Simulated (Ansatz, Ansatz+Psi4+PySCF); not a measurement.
```xyz
6

C    -0.0054   -0.0155   -1.2220
C     0.0196    0.0424    0.2962
N     0.0197   -0.0454    1.4422
H    -0.0057   -1.0570   -1.5982
H    -0.8824    0.4746   -1.5293
H     0.8824    0.4850   -1.5936
```

Basis set: cc-pVTZ (spherical functions). Left uncorrelated: 3 orbitals. Charge 0, multiplicity 1.

Computed with Ansatz (development build ahead of 0.2.0); each method stands on the lowest determinant of its kind that the runs found. Restricted open shells among the atoms or ions are ROHF, correlated in semicanonical orbitals with singles.

The atomization energy at this shape (free ground-state atoms in the same class of orbitals less the molecule, no zero-point energy) of singlet C₂H₃N:

```json
{"method": "RHF", "atomization energy": "19.04 eV"}
```

Problem. What does RHF-MP2 give?

Solution. 26.43 eV.
